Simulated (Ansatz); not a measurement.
Relaxation of ClH5OSi (8 atoms, charge 0, multiplicity 1), to a largest force component of 0.03 eV/Å in at most 50 steps.

All numbers below come from Ansatz 0.2.0, RKS PBE0-D4/def2-SVPD.

```xyz
8
Properties=species:S:1:pos:R:3
Si 0.110 -0.402 -0.461
H 0.673 0.656 1.925
H 1.412 0.293 -0.366
O -1.064 0.672 0.003
H -1.987 0.434 -0.109
H -0.153 -0.948 -1.819
Cl 0.142 -2.099 0.799
H 0.808 -0.009 2.162
```

**Question.** Where does it end, and by what steps?

**Answer.** The run converged. The force dipped under the threshold on the way, but the program's further checks kept it going. After 9 steps the energy has fallen by 0.159 eV; H2 moved furthest, 0.60 Å.

| step | energy less start (eV) | largest force component (eV/Å) | accepted |
| --- | --- | --- | --- |
| 0 | 0.0000 | 1.620 | yes |
| 1 | -0.1149 | 0.203 | yes |
| 2 | -0.1452 | 0.140 | yes |
| 3 | -0.1545 | 0.060 | yes |
| 4 | -0.1575 | 0.037 | yes |
| 5 | -0.1524 | 0.375 | no |
| 6 | -0.1578 | 0.024 | yes |
| 7 | -0.1585 | 0.042 | yes |
| 8 | -0.1586 | 0.036 | yes |
| 9 | -0.1588 | 0.010 | yes |

```xyz
8
Properties=species:S:1:pos:R:3
Si 0.052 -0.497 -0.646
H 0.819 0.937 2.432
H 1.366 0.161 -0.474
O -1.084 0.597 -0.127
H -2.012 0.349 -0.149
H -0.210 -0.951 -2.037
Cl 0.017 -2.218 0.524
H 0.993 0.219 2.611
```

Whether the end is a true minimum wasn't checked by a vibrational analysis.

The run took 13 s on 4 threads of Arm Neoverse V2, on a shared host, peak memory 0.24 GiB.
